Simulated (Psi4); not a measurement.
# Si3H8 (trisilane): MP3/6-31G(d) (spherical functions)

What is the vertical singlet–triplet gap of Si3H8 (trisilane) at MP3/6-31G* (spherical functions)? 

Program for the calculation: Psi4 1.11.

2 further runs of the same task are left out: 2 set aside as unsound or not needed.

## 1. The system as given

Si3H8 has 11 atoms, charge 0, and is taken as a singlet. As SMILES, `[SiH3][SiH2][SiH3]`. Geometry: relaxed at PBE0-D4/def2-TZVP.

Bond lengths: Si1–Si2 2.338 Å, Si2–Si3 2.338 Å, Si1–H4 1.488 Å, Si1–H5 1.488 Å, Si1–H6 1.488 Å, Si2–H7 1.490 Å, Si2–H8 1.490 Å, Si3–H9 1.488 Å, Si3–H10 1.488 Å, Si3–H11 1.488 Å. Some angles: Si1–Si2–Si3 110.4°, Si1–Si2–H7 109.6°, Si1–Si2–H8 109.6°, Si3–Si2–H7 109.6°, Si3–Si2–H8 109.6°, Si2–Si1–H4 111.2°, Si2–Si1–H5 109.8°, Si2–Si1–H6 109.8°, Si2–Si3–H9 109.8°, Si2–Si3–H10 109.8°.

## 2. The energy at MP3/6-31G(d) (spherical functions)

Input file calc.in:

```
memory 2200 MB

molecule {
  Si
  Si 1 r2
  Si 2 r3 1 a3
  H 1 r4 2 a4 3 d4
  H 1 r5 4 a5 2 d5
  H 1 r6 4 a6 5 d6
  H 2 r7 3 a7 1 d7
  H 2 r8 7 a8 1 d8
  H 3 r9 2 a9 7 d9
  H 3 r10 9 a10 2 d10
  H 3 r11 10 a11 9 d11

  r2 = 2.338317
  r3 = 2.338307
  a3 = 110.38789
  r4 = 1.487629
  a4 = 111.23392
  d4 = 179.99075
  r5 = 1.487755
  a5 = 108.71795
  d5 = 121.00163
  r6 = 1.487749
  a6 = 108.71749
  d6 = 117.98517
  r7 = 1.490174
  a7 = 109.57709
  d7 = 120.7585
  r8 = 1.490176
  a8 = 108.11022
  d8 = 119.37557
  r9 = 1.487758
  a9 = 109.78916
  d9 = -179.46986
  r10 = 1.487756
  a10 = 108.53752
  d10 = 120.00969
  r11 = 1.487625
  a11 = 108.71757
  d11 = -118.09868
  units angstrom
  symmetry c1
  no_reorient
  no_com
}

set {
  puream true
  e_convergence 1e-09
  d_convergence 1e-08
  scf_type pk
  num_frozen_docc 15
  mp_type conv
}

energy_value, wavefunction = energy('mp3/6-31G*', return_wfn=True)
```

On the command line:

```bash
$ psi4 -n 1 calc.in calc.out
```

calc.out, cut to the lines that bear on the results:

```text
[...]
  Running in c1 symmetry.
[...]
  Nuclear repulsion =  193.117816004101229
[...]
  Multiplicity = 1
[...]
  Nalpha       = 25
  Nbeta        = 25
[...]
    Number of basis functions: 70
[...]
   @RHF iter   1:  -871.33083659932834   -8.42167e-01   2.51431e-03 ADIIS/DIIS
[...]
   @RHF iter   9:  -871.38249846546967   -3.54703e-11   8.65698e-09 DIIS
[...]
    Orbital Energies [Eh]
    ---------------------
    Doubly Occupied:
       1A    -68.754540     2A    -68.754531     3A    -68.747666
       4A     -6.121095     5A     -6.121093     6A     -6.115891
       7A     -4.226190     8A     -4.226187     9A     -4.226178
      10A     -4.226175    11A     -4.225972    12A     -4.225958
      13A     -4.220926    14A     -4.220729    15A     -4.220602
      16A     -0.771247    17A     -0.716564    18A     -0.653553
      19A     -0.508032    20A     -0.494469    21A     -0.484291
      22A     -0.483670    23A     -0.468232    24A     -0.422960
      25A     -0.384894
[...]
  @RHF Final Energy:  -871.38249846546967
   => Energetics <=
    Nuclear Repulsion Energy =            193.1178160041012291
    One-Electron Energy =               -1592.9573393864679929
    Two-Electron Energy =                 528.4570249168970122
    Total Energy =                       -871.3824984654696664
[...]
 Multipole Moments:
 ------------------------------------------------------------------------------------
     Multipole            Electronic (a.u.)      Nuclear  (a.u.)        Total (a.u.)
 ------------------------------------------------------------------------------------
 L = 1.  Multiply by 2.5417464519 to convert [e a0] to [Debye]
 Dipole X            :          0.0003041           -0.0002493            0.0000548
 Dipole Y            :          0.7018900           -0.6689757            0.0329143
 Dipole Z            :          0.4879424           -0.4650621            0.0228803
 Magnitude           :                                                    0.0400856
[...]
	SCS-MP2 Total Energy (a.u.)        :  -871.63567984739882
	SOS-MP2 Total Energy (a.u.)        :  -871.64322671875868
[...]
	SOS-PI-MP2 Total Energy (a.u.)     :  -871.66328273824240
[...]
	MP2 Total Energy (a.u.)            :  -871.62058610467909
[...]
	SCS-MP3 Total Energy (a.u.)        :  -871.64741253891327
[...]
	MP3 Total Energy (a.u.)            :  -871.66751687073690
[...]
```

Wall time 6.6 s (1 thread of AMD EPYC 7R43 (Zen 3), shared host); peak memory 0.33 GiB.

## 3. The triplet

Input file run.py:

```python
import numpy as np
from ase.calculators.psi4 import Psi4
from ase import Atoms

a = Atoms(['Si', 'Si', 'Si', 'H', 'H', 'H', 'H', 'H', 'H', 'H', 'H'], positions=[
    [-1.292570, 1.366730, -0.525270],
    [-0.462570, -0.807300, -0.296320],
    [1.631930, -0.774400, 0.742750],
    [-2.625850, 1.367720, -1.185120],
    [-0.354030, 2.180440, -1.344070],
    [-1.422540, 2.000090, 0.814640],
    [-0.343400, -1.440160, -1.640160],
    [-1.410380, -1.620800, 0.516390],
    [1.515950, -0.154940, 2.090430],
    [2.583820, 0.031780, -0.068050],
    [2.179610, -2.149160, 0.894770],
])
calc = Psi4(atoms=a, method='mp3', basis='6-31G*', memory='2200MB', num_threads=1, charge=0, multiplicity=3, label='psi4-calc', reference='uhf')
calc.psi4.set_options({'puream': True, 'e_convergence': 1e-09, 'd_convergence': 1e-08, 'scf_type': 'pk', 'num_frozen_docc': 15, 'maxiter': 100, 'mp_type': 'conv'})
a.calc = calc

print(f'energy: {a.get_potential_energy():.6f} eV')
```

On the command line:

```bash
$ python run.py
```

psi4-calc.dat, cut to the lines that bear on the results:

```text
[...]
  Running in c1 symmetry.
[...]
  Nuclear repulsion =  193.117837117706443
[...]
  Multiplicity = 3
[...]
  Nalpha       = 26
  Nbeta        = 24
[...]
    Number of basis functions: 70
[...]
   @UHF iter   1:  -871.07437869665716   -5.85708e-01   2.56035e-03 ADIIS/DIIS
[...]
   @UHF iter  18:  -871.13660394765236   -2.77396e-11   8.90164e-09 DIIS
[...]
   @S^2 Observed:                2.012831775E+00
[...]
  @UHF Final Energy:  -871.13660394765236
   => Energetics <=
    Nuclear Repulsion Energy =            193.1178371177064435
    One-Electron Energy =               -1591.7319986356269510
    Two-Electron Energy =                 527.4775575702682318
    Total Energy =                       -871.1366039476523611
  UHF NO Occupations:
  HONO-2 :   24  A 1.9975989
  HONO-1 :   25  A 1.0000000
[...]
 Multipole Moments:
 ------------------------------------------------------------------------------------
     Multipole            Electronic (a.u.)      Nuclear  (a.u.)        Total (a.u.)
 ------------------------------------------------------------------------------------
 L = 1.  Multiply by 2.5417464519 to convert [e a0] to [Debye]
 Dipole X            :         -0.3857791            0.3860525            0.0002734
 Dipole Y            :         -0.6730877            0.6736078            0.0005202
 Dipole Z            :         -0.2471038            0.2470364           -0.0000674
 Magnitude           :                                                    0.0005915
[...]
	SCS-MP2 Total Energy (a.u.)        :  -871.38755242198363
	SOS-MP2 Total Energy (a.u.)        :  -871.39396140424833
[...]
	SOS-PI-MP2 Total Energy (a.u.)     :  -871.41375813167872
[...]
	MP2 Total Energy (a.u.)            :  -871.37473445745422
[...]
	SCS-MP3 Total Energy (a.u.)        :  -871.39940734764059
[...]
	MP3 Total Energy (a.u.)            :  -871.42215416008230
[...]
```

On the terminal:

```text
energy: -23712.604627 eV
```

Run time: 8.7 s. Hardware: 1 thread of AMD EPYC 7R43 (Zen 3), shared host; peak memory 0.36 GiB.

## 4. Outcome

Level: MP3/6-31G* (spherical functions), 15 core orbitals frozen.

```
                                                           quantity          value
                                              singlet: total energy  -871.66752 Eh
                       singlet: HOMO energy (Hartree–Fock orbitals)      -10.47 eV
                       singlet: LUMO energy (Hartree–Fock orbitals)        3.26 eV
                     singlet: HOMO–LUMO gap (Hartree–Fock orbitals)       13.74 eV
              singlet: correlation energy (15 core orbitals frozen)     -285.0 mEh
                                              triplet: total energy  -871.42215 Eh
triplet: HOMO energy (Hartree–Fock orbitals) (highest over α and β)       -3.28 eV
 triplet: LUMO energy (Hartree–Fock orbitals) (lowest over α and β)       -2.64 eV
              triplet: correlation energy (15 core orbitals frozen)     -285.6 mEh
                         triplet: ⟨S²⟩ of the reference determinant          2.013
                   vertical energy of the triplet above the singlet       6.677 eV
```

In words: At this shape the triplet lies 6.68 eV (644 kJ/mol) above the singlet.
